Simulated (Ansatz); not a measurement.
Z-matrix (Å, degrees):
```
C
N 1 1.442
H 1 1.094 2 112.1
H 1 1.094 2 112.1 3 -120.1
H 1 1.090 2 108.4 3 120.0
C 2 1.257 1 122.8 3 59.9
C 6 1.503 2 129.3 1 0.0
O 6 1.349 2 121.0 1 -180.0
O 7 1.199 6 123.5 2 0.0
H 7 1.107 6 114.2 2 -180.0
H 8 0.967 6 106.5 2 0.0
```

Total charge 0; spin multiplicity 1.

Question: List the PBE0/def2-TZVPP orbital energies in eV (Ansatz 0.2.0). (Best estimate.)

Answer: Computed: Occupied: -524.00, -523.39, -391.56, -281.21, -281.09, -278.76, -30.71, -30.13, -25.88, -20.55, -19.31, -16.21, -15.01, -14.16, -13.22, -13.12, -12.10, -11.70, -11.30, -11.22, -8.94, -7.97, -7.32. Lowest empty: -2.26, 1.31, 1.60, 1.80, 2.46, 3.14, 3.54, 4.09.
